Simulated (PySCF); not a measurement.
Acetyl fluoride, C2H3FO.
Numbering: `[CH3:1][C:2](=[O:3])[F:4]` (hydrogens: H5, H6, H7 on C1)

Computed by this run: PBE0-D3(BJ)/def2-SVP geometry optimisation, gas phase (PySCF); density fitting, grid level 1; the optimiser is geomeTRIC in internal coordinates, started from a GFN2-xTB structure with every atom displaced at random (about 0.01 Å).

Geometry at step 4:
```
atom  x, y, z in Å
C1     -0.6394   -0.0685   -0.1225
C2      0.8357   -0.0432    0.0971
O3      1.6470   -0.8674   -0.1493
F4      1.2035    1.1157    0.6682
H5     -1.1676    0.2185    0.7980
H6     -0.9503   -1.0654   -0.4527
H7     -0.8973    0.6763   -0.8907
```

**Question.** Give the atomic forces at this geometry.

**Answer.** 
| atom | Fx (eV/Å) | Fy (eV/Å) | Fz (eV/Å) |
| --- | --- | --- | --- |
| C1 | 0.022 | -0.065 | -0.077 |
| C2 | 0.057 | 0.008 | 0.196 |
| O3 | -0.098 | -0.036 | -0.092 |
| F4 | 0.016 | 0.108 | -0.008 |
| H5 | 0.037 | -0.013 | 0.003 |
| H6 | -0.017 | -0.001 | -0.021 |
| H7 | -0.017 | 0.000 | -0.002 |

The largest, 0.20 eV/Å, acts on C2; the rms over all components is 0.064 eV/Å. The forces sum to zero within rounding, as they must for an isolated molecule in no field.

**Question.** Give the force on C2 in Eh/bohr and in nN.

**Answer.** 0.204 eV/Å ÷ 51.422 = 0.00398 Eh/bohr, and 0.204 eV/Å × 1.602 = 0.33 nN.

**Question.** How far is this geometry from the end of the optimisation?

**Answer.** 0.002 eV above it, and 0.007 Å rms away after alignment. The bonds farthest from their final lengths, with half the difference of the two atoms' forces along the bond (positive lengthens):

```
 bond  now (Å)  final (Å)  force along bond (eV/Å)
C2–F4    1.343      1.344                    -0.01
```

The angle farthest from its final value is C1–C2–O3, 129.5° against 128.6°.

What follows is the cost of the whole optimisation. The run took 9.2 s of wall time on Intel Xeon Platinum 8488C, one thread, on a shared host, and the process peaked at 0.32 GiB of memory.
